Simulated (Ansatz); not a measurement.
System: ReS₂ (P-1, No. 2; cell taken from a computed entry). Method: r²SCAN+rVV10 in Ansatz (plane waves, PAW).

Numerical settings: plane-wave cutoff 500 eV, 8×8×4 k mesh (along the axes of the cell as run), Fermi–Dirac smearing 0.05 eV, no spin polarisation, scalar-relativistic PAW data made under PBE.

Cell (relaxed at this level):

Space group P-1 (No. 2); a = 6.3649 Å, b = 6.4661 Å, c = 6.4678 Å, α = 91.54°, β = 118.89°, γ = 104.95°

```
atom  site  symmetry       x       y       z
----  ----  --------  ------  ------  ------
Re      2i         1  0.0590  0.4928  0.3108
Re      2i         1  0.4878  0.4980  0.2865
S       2i         1  0.2476  0.3063  0.8661
S       2i         1  0.7258  0.2464  0.3448
S       2i         1  0.2261  0.7200  0.1100
S       2i         1  0.2515  0.2173  0.3836
```
(The calculation used a cell of 24 atoms; values per cell refer to that cell.)

**Question.** Give the computed band gap.

**Answer.** 
- band gap: 1.32 eV (on the SCF k mesh)

Note: the relaxation could not lower the start's symmetry, so the cell can be a saddle point above a distorted one.

Spin–orbit coupling is not included.

Cost on a shared machine: around 3 core-hours (rough).

Ansatz is a quantum-chemistry and plane-wave program.
